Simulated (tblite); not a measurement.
C4H6O.
Cartesian coordinates in Å at the GFN2-xTB level; atoms count from 1:
```
atom  x, y, z in Å
C1     1.6449   -0.8365    0.2037
O2     0.7720    0.2199    0.5632
C3    -0.3085    0.3286   -0.1974
C4    -1.0669   -0.0467   -1.1855
C5    -1.5392    1.1452   -0.3778
H6     2.4757   -0.7986    0.9053
H7     1.1383   -1.8032    0.2775
H8     2.0145   -0.7059   -0.8173
H9    -1.2992   -0.6814   -2.0016
H10   -1.4625    2.1462   -0.7919
H11   -2.3636    1.0350    0.3204
```

Level: GFN2-xTB in tblite, geometry and Hessian alike; calculated harmonic values, unscaled, isolated species. Against measured fundamentals such values can be off by several per cent, at times by over 20. One conformer, not necessarily the lowest.

Harmonic wavenumbers (cm⁻¹): 109.3, 134.9, 204.9, 399.4, 484.9, 577.0, 762.6, 928.6, 997.4, 1003.7, 1055.3, 1055.7, 1111.7, 1122.5, 1170.0, 1232.6, 1396.6, 1457.2, 1474.0, 1496.4, 1915.0, 2949.2, 2963.9, 2981.9, 3004.7, 3035.9, 3254.7.

A = 16452, B = 3529, C = 3019 MHz; mass 70.042 u (most abundant isotopes); point group Cs, symmetry number 1.

What is the zero-point energy?

Half the sum of the wavenumbers: 19140 cm⁻¹ = 228.97 kJ/mol.

Give the ideal-gas entropy at 273.15 K and 1 bar in the rigid-rotor, harmonic-oscillator model (classical rotation).

Translation 160.03, rotation 103.59, vibration 42.85: S = 306.5 J/(mol K).

And Cp and H(273.15 K) − H(0)?

Cp = 83.90 J/(mol K), of which vibrations give 50.64 (their classical limit is 27 R = 224.5); H(273.15 K) − H(0) = 15.72 kJ/mol without the zero-point energy, 6.63 from vibrations.

How do the functions run with temperature in this model?

```csv
T (K),S (J/(mol K)),Cp (J/(mol K)),H − H(0) (kJ/mol),G − H(0) (kJ/mol),ln q(vib)
100,241.6,51.8,4.10,-20.07,0.45
200,282.8,69.1,10.14,-46.42,1.46
300,314.6,89.8,18.05,-76.33,2.52
500,370.5,131.1,40.29,-144.96,4.75
800,442.1,173.0,86.45,-267.20,8.17
1000,482.7,191.4,122.98,-359.76,10.37
```

q(vib) and H(0) count from the zero-point level.

Which modes carry the vibrational entropy at 273.15 K?

109.3 cm⁻¹: 13.02; 134.9 cm⁻¹: 11.33; 204.9 cm⁻¹: 8.07; 399.4 cm⁻¹: 3.51; 484.9 cm⁻¹: 2.46; 577.0 cm⁻¹: 1.68 J/(mol K); the other 21 give 2.77 together.

Hindered rotation and anharmonicity are outside this model. Other conformers, if any are populated, would add a mixing term that is left out.
